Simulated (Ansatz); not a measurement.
Reaction (SMILES): [NH+]#[C-] (C-NH) + 3 [H][H] (H2) → C (CH4) + N (NH3)
B3LYP-D3(BJ)/def2-TZVP geometries, fixed; electronic energies without zero-point terms.

Effect of a fitting basis named in the input at PBE/cc-pVTZ with Ansatz (a program for electronic structure), against the last row, where the energy of full hydrogenation is -95.37 kcal/mol. The default fits or decomposes integrals by the program's own choice; accuracy: high also tightens integrals, grids and stops.

```tsv
setting	largest shift of a total energy (mEh)	shift of the energy of full hydrogenation (kcal/mol)
fitting: def2-SV(P)-JKFIT	-0.063	-0.009
fitting: def2-universal-JKFIT	-0.063	-0.009
fitting: cc-pVTZ-JKFIT	-0.015	-0.009
fitting: cc-pVQZ-JKFIT	-0.007	-0.001
fitting: cc-pV5Z-JKFIT	-0.004	0.001
fitting: def2-universal-JFIT	-0.189	0.079
accuracy: high	0.001	0.000
accuracy: medium (default)	0.000	0.000
```

Within 0.02 kcal/mol in the energy of full hydrogenation: fitting: def2-SV(P)-JKFIT; fitting: def2-universal-JKFIT; fitting: cc-pVTZ-JKFIT; fitting: cc-pVQZ-JKFIT; fitting: cc-pV5Z-JKFIT; accuracy: high. The largest shift is 0.189 mEh in a total energy and 0.079 kcal/mol in the difference.
